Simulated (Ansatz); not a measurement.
# AlHN2: the cost of one run

Computed with Ansatz 0.2.0, Gaussian basis. Level: def2-QZVPP, core rule «outside noble gas», up to 7 orbitals frozen.

To be run: UHF; ROHF; CCSD(T) on UHF.

2 further runs of the same task are left out: 2 set aside as unsound or not needed.

## 1. The geometry

The geometry is a PBE0/def2-TZVP stationary point (not a proven minimum) of the parent state, kept for this charge and spin.

4 atoms, charge 0, spin multiplicity 5.

Atoms are counted from 1 here; the program's logs count them from 0.

Bond lengths: Al1–N2 1.879 Å, N2–N3 1.296 Å, N2–H4 1.026 Å. Angles: Al1–N2–N3 128.0°, Al1–N2–H4 118.8°, N3–N2–H4 113.2°.

## 2. UHF

File in.yaml:

```yaml
crystal:
  periodic: [false, false, false]
  atoms:
    - {symbol: Al, position_ang: [0.000000, -0.079269, 1.203465]}
    - {symbol: N, position_ang: [0.000000, 0.413422, -0.609656]}
    - {symbol: N, position_ang: [0.000000, -0.362251, -1.647435]}
    - {symbol: H, position_ang: [0.000000, 1.410865, -0.850200]}
basis:
  gaussian: {orbitals: "def2-QZVPP.json"}
magnetization: {spin_polarized: true, initial_magnetization: 4}
hamiltonian: {xc: hf}
output: {orbitals: {seedname: orbitals}}
```

Launch:

```console
> ansatz run in.yaml --threads 1 --pin off --events-out ev --progress --plain --max-ram 2393MiB
```

Q: Estimate wall time and peak memory on 1 thread of Arm Neoverse V2, shared host.

About 18 s, with a peak of 0.51 GiB.
